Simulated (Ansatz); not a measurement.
BP⁺, quartet: reading a ladder of total energies

Geometry: a point of a stretch scan, not a stationary point.

```
atom   x (Å)   y (Å)   z (Å)
   B  0.0000  0.0000  0.0000
   P  0.0000  0.0000  2.4910
```

Basis cc-pVDZ; Ansatz 0.2.0. Only valence electrons are correlated (noble-gas cores frozen), which leaves 7 electrons in 26 orbitals. R marks a restricted (for open shells ROHF) determinant, U an unrestricted one.

Full CI is exact within this basis and frozen core; it isn't the basis-set limit. The frozen core follows each run's orbitals, which can shift R against U totals by a few meV.

UCCSD has a T1 diagnostic of 0.039 and a largest doubles amplitude of 0.10.

Runs differ by some tens of microhartree through their thresholds and, for an open shell, their frozen cores, so the step to full CI, which has another core, is uncertain by up to 0.1 kcal/mol.

```json
{"level": "UHF", "total energy (hartree)": "-364.979559"}
{"level": "UMP2", "total energy (hartree)": "-365.079826"}
{"level": "UCCSD", "total energy (hartree)": "-365.121602"}
{"level": "UCCSD(T)", "total energy (hartree)": "-365.125835"}
{"level": "UCCSDT", "total energy (hartree)": "-365.127304"}
{"level": "UCCSDT(Q)", "total energy (hartree)": "-365.127644"}
{"level": "full CI", "total energy (hartree)": "-365.127621"}
```

**Question.** What is the correlation energy at full CI, and what share of it do UMP2 and UCCSDT recover?

**Answer.** E(corr) = -365.127621 − (-364.979559) = -0.148062 hartree = -4.029 eV. UMP2: -0.100267 / -0.148062 = 67.72 %. UCCSDT: -0.147745 / -0.148062 = 99.79 %.

**Question.** By how many kcal/mol does UCCSD(T) miss full CI (1 hartree = 627.509 kcal/mol), and which steps make up the rest?

**Answer.** -365.125835 − (-365.127621) = 0.001786 hartree = 1.12 kcal/mol. Steps: UCCSDT − UCCSD(T) = -0.92, UCCSDT(Q) − UCCSDT = -0.21, full CI − UCCSDT(Q) = 0.01 kcal/mol. Differences between like states or geometries often cancel part of this.
